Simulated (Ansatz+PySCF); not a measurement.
The numbers below are computed, except where a source is named.
Input for PySCF 2.14.0:

```python
from pyscf import gto, scf, cc

mol = gto.M(atom="""
F 0.000000 0.000000 0.000000
F 0.000000 0.000000 1.600000
""", basis='6-31g', charge=1, spin=1)
mf = scf.UHF(mol)
mf.kernel()
mycc = cc.CCSD(mf, frozen=2).run()
et = mycc.ccsd_t()
print(mf.e_tot, mycc.e_corr, et, mycc.e_tot + et)
```

The script is written out from the run's settings.

Results

* Converged: yes
* Reference energy: -197.98806 hartree
* CCSD correlation energy: -0.34339 hartree
* Triples correction: -0.01697 hartree
* Total energy: -198.34843 hartree
* Spin squared of the determinant: 0.763

This is not the lowest solution: another run reaches a determinant 3.76 eV lower. Caution: the charge can sit on one fragment and break the point group; another reference gives a lower total.
